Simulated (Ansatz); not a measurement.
NaH₂, relaxed as a doublet with UKS r2SCAN-D4/def2-TZVP in Ansatz, starting from the GFN2-xTB geometry. Force threshold 0.02 eV/Å.

In the doublet geometry the species has come apart into loosely held pieces. In the doublet, H2 and H3 lie 0.75 Å apart (atoms count from 1), so H2 has formed as a molecule. The structure comes from a short search, and lower isomers may exist.

Start:

```xyz
3

Na    0.5414   -0.0325    0.4289
H    -1.0514    0.5133    0.8074
H     0.5100   -0.4808   -1.2363
```

| step | energy (eV) | largest force component (eV/Å) | SCF passes |
| --- | --- | --- | --- |
| 1 | -4444.1718 | 1.559 | 27 |
| 2 | -4444.4761 | 0.543 | 34 |
| 3 | -4444.5486 | 0.134 | 29 |
| 4 | -4444.5909 | 0.226 | 30 |
| 5 | -4444.6452 | 0.242 | 28 |
| 6 | -4444.7106 | 0.128 | 31 |
| 7 | -4444.8029 | 0.423 | 36 |
| 8 | -4445.5400 | 4.260 | 132 |
| 9 | -4445.7325 | 8.659 | 32 |
| 10 | -4446.5307 | 0.407 | 29 |
| 11 | -4446.6117 | 0.240 | 28 |
| 13 | -4446.7111 | 0.092 | 28 |
| 15 | -4446.7525 | 0.048 | 29 |
| 17 | -4446.7637 | 0.084 | 27 |
| 19 | -4446.7652 | 0.039 | 29 |
| 21 | -4446.7655 | 0.115 | 28 |
| 23 | -4446.7666 | 0.144 | 28 |
| 25 | -4446.7681 | 0.028 | 21 |
| 27 | -4446.7683 | 0.074 | 24 |
| 29 | -4446.7687 | 0.085 | 23 |
| 31 | -4446.7692 | 0.139 | 28 |
| 33 | -4446.7698 | 0.026 | 24 |
| 35 | -4446.7698 | 0.019 | 21 |

Force components are those of the run's own axes.

End:

| atom | x (Å) | y (Å) | z (Å) |
| --- | --- | --- | --- |
| Na1 | 2.3126 | -0.1708 | 1.7150 |
| H2 | -1.4616 | 0.1120 | -1.0693 |
| H3 | -0.8510 | 0.0588 | -0.6458 |

Bonds lost: Na1–H2, Na1–H3 (atoms count from 1). The end holds 2 separate pieces.

The force fell under the threshold at step 24, but the optimiser went on. No frequencies were taken in this run, so the end may be a saddle point.

Hardware: 4 threads of Arm Neoverse V1 on a shared host. Wall time 23 s.
